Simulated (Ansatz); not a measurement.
Compare A (`C/N=C(\C)O`) with its isomer B (`C/C=C(\N)O`).

Computed with Ansatz on PBE0-D4/def2-TZVP structures; ΔE is electronic, products minus reactants. CBS: MP2 limit from def2 TZ/QZ plus the TZ coupled-cluster correction, frozen cores. Double bonds are as drawn, so ΔE can hold a change between cis and trans. Functionals use def2-TZVPP. B3LYP here is the variant with VWN-RPA as its local correlation; programs differ in this. Each species was taken in one conformer, which may not be the lowest.

(1) Which isomer does CCSD(T)/CBS put lower? Give the gap. (Estimate.)

(2) Give E(B) − E(A) in kcal/mol with MP2/def2-TZVPP, B3LYP, ωB97M-V, PBE-D4, B2PLYP, HF/def2-TZVPP, CCSD(T)/def2-TZVPP. (An estimate is asked.)

Largest T1 diagnostic: 0.013.

Results:

(1) Ansatz gave: A, by 5.6 kcal/mol.

(2) Computed: MP2/def2-TZVPP 6.3, B3LYP 6.0, ωB97M-V 6.0, PBE-D4 5.8, B2PLYP 6.5, HF/def2-TZVPP 7.2, CCSD(T)/def2-TZVPP 6.5. None reverses the order clearly.
